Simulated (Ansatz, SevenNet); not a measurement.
For fcc Rh, the machine-learned potential SevenNet-l3i5 (trained on PBE and PBE+U data) gives:

| Quantity | Value |
|---|---|
| equilibrium lattice constant a | 3.848 Å |
| elastic constant C11 | 348 GPa |
| elastic constant C44 | 147 GPa |
| polycrystal shear modulus | 102 GPa |

Problem. What does r²SCAN (plane waves, PAW; Ansatz, a quantum-chemistry and plane-wave program) give for the same quantities?

Solution. 
- lattice constant a: 3.800 Å (shrinks by 1.2 %)
- elastic constant C11: 447 GPa (rises by 28 %)
- elastic constant C44: 197 GPa (grows by 34 %)
- Voigt–Reuss–Hill shear modulus: 164 GPa (increases by 61 %)

For comparison: lattice constant a 3.794 Å (measured, static lattice: zero-point anharmonic expansion removed; as tabulated in Mejia-Rodriguez and Trickey (2018), arXiv:1807.09216); elastic constant C11 413 GPa (measured, temperature not stated, not corrected to a static lattice; as tabulated in Mehl and Papaconstantopoulos (1996), arXiv:mtrl-th/9602003); elastic constant C44 184 GPa (measured, temperature not stated, no zero-point or thermal correction; as tabulated in Mehl and Papaconstantopoulos (1996), arXiv:mtrl-th/9602003).

Changes are worked out from the printed values.

Unless a cell is named, each level is at its own relaxed cell (SevenNet-l3i5 14.24, r²SCAN 13.72 Å³/atom).

The crystal itself was run without spin with r²SCAN; a magnetic state was not tried in these runs.

Ansatz's density-functional and Hartree–Fock values are scalar-relativistic unless marked +SOC, with PAW data made under PBE.
